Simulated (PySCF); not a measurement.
Constitutional and geometric isomers with formula C2H2O. Isolated molecules, 0 K electronic values unless said otherwise. Strings in code marks are SMILES.

Computed with PySCF with r2SCAN-D4/def2-TZVP. All candidates: neutral, multiplicity 1. Excitations are Tamm–Dancoff values on a coarser integration grid. The basis has no diffuse functions, so Rydberg states are missing or too high.

```json
{
  "HOMO": "-4.59 eV",
  "S1 excitation (TDA)": "4.06 eV",
  "T1 excitation (TDA)": "2.32 eV"
}
```

Task: Which member has these values?
A. `C1=CO1`
B. `C#CO`
C. `C=C=O`

Result: A, `C1=CO1`. The others give `C=C=O`: -6.12 eV, 4.29 eV, 3.80 eV; `C#CO`: -6.21 eV, 6.46 eV, 5.71 eV
